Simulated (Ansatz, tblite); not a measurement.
# The cluster LiAlO2: a ladder of methods and basis sets

How do method and basis change the picture of the cluster LiAlO2 (singlet)?

Program: Ansatz 0.2.0, Gaussian basis. Level of theory: as each input shows. These are calculated values, not measurements.

The runs, in order: GFN1-xTB, GFN2-xTB, PBE-D4/def2-TZVP, r2SCAN-D4/def2-TZVP, BLYP-D4/def2-TZVP, BHLYP-D4/def2-TZVP, HF/def2-TZVP, B97M-V/def2-TZVP, LDA/def2-TZVP, PBE-D4/def2-SVP, PBE0-D4/def2-SVP, HF/STO-3G, PBE0-D4/def2-TZVPD, PBE-D4/def2-TZVPD, r2SCAN-D4/def2-TZVPD, CCSD(T)/def2-TZVPP, MP2/def2-TZVP, RPA/def2-TZVP, CCSD(T)/def2-TZVPD.

## Step 1: The geometry

The singlet was relaxed beforehand with r2SCAN-D4/def2-TZVP. At that level it is the lowest of the isomers that a small search found.

4 atoms, charge 0, spin multiplicity 1.

Bond lengths: Li1–O3 1.647 Å, Al2–O3 1.648 Å, Al2–O4 1.612 Å. Angles: O3–Al2–O4 179.9°, Li1–O3–Al2 179.7°.

PBE0-D4/def2-TZVP was run before; its log isn't repeated, and its numbers join the tables.

## Step 2: GFN1-xTB

Tight binding, by tblite at 300 K electronic temperature and without a spin-polarisation term:

```python
tblite.interface.Calculator('GFN1-xTB', numbers, positions, charge=0, uhf=0).singlepoint()
```

Energy -302.9140 eV, HOMO -12.02 eV, LUMO -7.65 eV; 0.003 s.

## Step 3: GFN2-xTB

Tight binding, by tblite at 300 K electronic temperature and without a spin-polarisation term:

```python
tblite.interface.Calculator('GFN2-xTB', numbers, positions, charge=0, uhf=0).singlepoint()
```

Energy -261.1618 eV, HOMO -10.26 eV, LUMO -7.44 eV; 0.003 s.

## Step 4: PBE-D4/def2-TZVP

start.molden holds the orbitals of an earlier run on this state, given as this run's starting guess.

in.yaml reads:

```yaml
crystal:
  periodic: [false, false, false]
  atoms:
    - {symbol: Li, position_ang: [2.257233, 0.958709, 0.223266]}
    - {symbol: Al, position_ang: [-0.763601, -0.324630, -0.075143]}
    - {symbol: O, position_ang: [0.748794, 0.314917, 0.070428]}
    - {symbol: O, position_ang: [-2.242425, -0.948997, -0.218552]}
basis:
  gaussian: {orbitals: def2-TZVP, initial_orbitals: start.molden}
hamiltonian: {xc: pbe, dispersion: d4}
scf: {omitted_lower_state_checks: [starts]}
output: {orbitals: {seedname: orbitals}}
```

Command:

```sh
ansatz run in.yaml --threads 2 --pin off --events-out ev --progress --plain --max-ram 4352MiB
```

Further steps of the session: r2SCAN-D4/def2-TZVP; BLYP-D4/def2-TZVP; BHLYP-D4/def2-TZVP; HF/def2-TZVP; B97M-V/def2-TZVP; LDA/def2-TZVP; PBE-D4/def2-SVP; PBE0-D4/def2-SVP; HF/STO-3G; PBE0-D4/def2-TZVPD; PBE-D4/def2-TZVPD; r2SCAN-D4/def2-TZVPD; CCSD(T)/def2-TZVPP; MP2/def2-TZVP; RPA/def2-TZVP; CCSD(T)/def2-TZVPD.

**Question.** What will the summary of the whole plan be? Wanted: gap in def2-TZVP, named functionals and Hartree-Fock, smallest and largest; correlation energy, CCSD(T)/def2-TZVPP; correlation energy, MP2/def2-TZVP; correlation energy, CCSD(T)/def2-TZVPD; binding an atom, functionals in def2-TZVP; PBE0 total energy, smallest basis above largest.

**Answer**, as computed:

| quantity | value |
| --- | --- |
| gap in def2-TZVP, named functionals and Hartree-Fock, smallest and largest | 2.40 eV (BLYP-D4), 9.14 eV (HF) |
| correlation energy, CCSD(T)/def2-TZVPP | -16.86 eV |
| correlation energy, MP2/def2-TZVP | -16.36 eV |
| correlation energy, CCSD(T)/def2-TZVPD | -16.98 eV |
| binding an atom, functionals in def2-TZVP | 3.31 (BHLYP-D4) to 4.31 eV (LDA) |
| PBE0 total energy, smallest basis above largest | 7.85 eV (def2-SVP, def2-TZVPD) |

What this shows: Orbital gaps of the named functionals and Hartree-Fock in def2-TZVP span 2.40 eV (BLYP-D4) to 9.14 eV (HF); exact exchange widens it. Notes on CCSD(T)/def2-TZVPP: large T1 diagnostic.
